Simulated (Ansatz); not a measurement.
**BH2+ (triplet): from Hartree-Fock to the top rungs at scale of all distances = 1.000, aug-cc-pVTZ**

The task here is to estimate one member of a computed series from the others.

Program: Ansatz 0.2.0, Gaussian basis. Level of theory: aug-cc-pVTZ, core rule «outside noble gas», up to 1 orbitals frozen. These are calculated values, not measurements.

To be run: UHF; CCSD(T) on ROHF; CCSD(T) on UHF; BCCD(T) on ROHF; CCSDT(Q) on ROHF; CCSDT(Q) on UHF; CASSCF and NEVPT2, 4 electrons in 6 orbitals; Full CI.

15 further runs of the same task are left out: 11 that didn't finish, 4 set aside as unsound or not needed.

### What is computed

The geometry derives from a PBE0/def2-TZVP stationary point (not a proven minimum). All distances are scaled together.

3 atoms, charge 1, spin multiplicity 3.

Atoms are counted from 1 here; the program's logs count them from 0.

Bond lengths: B1–H2 1.291 Å, B1–H3 1.291 Å. Angles: H2–B1–H3 66.8°.

The first run:

in.yaml reads:

```yaml
crystal:
  periodic: [false, false, false]
  atoms:
    - {symbol: B, position_ang: [0.000000, 0.000000, -0.169375]}
    - {symbol: H, position_ang: [0.000000, 0.710556, 0.908347]}
    - {symbol: H, position_ang: [0.000000, -0.710556, 0.908347]}
basis:
  gaussian: {orbitals: aug-cc-pVTZ}
total_charge: 1
magnetization: {spin_polarized: true, initial_magnetization: 2}
hamiltonian: {xc: hf}
output: {orbitals: {seedname: orbitals}}
```

The run is started by

```bash
$ ansatz run in.yaml --threads 1 --pin off --events-out ev --progress --plain --max-ram 2393MiB
```

Steps of the session up to this table: UHF; CCSD(T) on ROHF; CCSD(T) on UHF; BCCD(T) on ROHF; CCSDT(Q) on ROHF; CCSDT(Q) on UHF; CASSCF and NEVPT2, 4 electrons in 6 orbitals; Full CI.

One table of the session follows, with a row left open; its other results are not shown here.

```
        method  from FCI (kcal/mol)
          ROHF                    ?
           UHF               +44.49
          RMP2               +10.46
          UMP2               +10.67
         RCCSD                +1.26
         UCCSD                +1.19
      RCCSD(T)                +0.27
      UCCSD(T)                +0.26
       BCCD(T)                +0.27
        RCCSDT                +0.01
        UCCSDT                 0.00
     RCCSDT(Q)                 0.00
     UCCSDT(Q)                -0.01
CASSCF valence               +25.07
NEVPT2 valence                +5.94
           FCI                    0
```

Q: Estimate the row for ROHF from the others.

The run gave: from FCI (kcal/mol): +46.98. In the column «from FCI (kcal/mol)» it is the highest.

To keep in mind: Levels on UHF freeze UHF's core orbitals, full CI those of ROHF, so the U rows can settle a little off it for that reason alone. Restricted and unrestricted rows rest on different reference determinants; where their highest levels disagree by more than a few hundredths of an eV, they describe different states and don't form one ladder.
